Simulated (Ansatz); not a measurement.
# Al₂H₂ (triplet): one geometry, many settings at distance Al1–H3 = 2.551 Å

One table from this session's results is given with a row withheld; the runs are named, their logs left out.

Computed with Ansatz 0.2.0, Gaussian basis. Level: the settings change from run to run.

17 further runs of the same task are left out: 15 that didn't finish, 2 set aside as unsound or not needed.

## What is computed

The geometry derives from a PBE0/def2-TZVP stationary point (not a proven minimum). One bond is set to the value named and the two fragments are kept rigid.

4 atoms, charge 0, spin multiplicity 3.

Atoms are counted from 1 here; the program's logs count them from 0.

Bond lengths: Al1–Al2 2.545 Å, Al1–H4 1.589 Å. Angles: Al2–Al1–H4 116.8°.

The first run:

The input, in.yaml:

```yaml
crystal:
  periodic: [false, false, false]
  atoms:
    - {symbol: Al, position_ang: [0.000000, -0.015471, -1.193153]}
    - {symbol: Al, position_ang: [0.000000, -0.015471, 1.351947]}
    - {symbol: H, position_ang: [0.000000, 2.262152, -2.342081]}
    - {symbol: H, position_ang: [0.000000, -1.433871, -1.908653]}
basis:
  gaussian: {orbitals: 6-31G, fitting: {mean_field: def2-universal-jkfit}}
magnetization: {spin_polarized: true, initial_magnetization: 2}
correlation: {method: bccd, electrons: valence, diis_vectors: 2}
scf: {lower_state_search: light}
output: {forces: true}
```

Started as:

```bash
> ansatz run in.yaml --threads 1 --pin off --events-out ev --progress --plain --max-ram 2393MiB
```

Steps of the session up to this table: BCCD on UHF/6-31G; CCSDT(Q)/6-31G; MRCISD+Q(relaxed)(4,5)/6-31G; CASCI(4,7)/6-31G; CISD/6-31G; CCSD/6-31G.

One table of the session follows, with a row left open; its other results are not shown here.

| level | from FCI (meV) |
| --- | --- |
| BCCD on UHF/6-31G | ? |
| CCSDT(Q)/6-31G (on PBE0 orbitals) | 58.8 |
| MRCISD+Q(relaxed)(4,5)/6-31G (excited root 2 of an average) |  |
| CASCI(4,7)/6-31G | 2225.6 |
| CISD/6-31G | 374.8 |
| CCSD/6-31G (on B3LYP orbitals) | 232.2 |

**Question.** Estimate the row for BCCD on UHF/6-31G.

As computed: from FCI (meV): 150.8.

To keep in mind: Hartree-Fock, CASSCF and CASCI lack dynamic correlation by design.
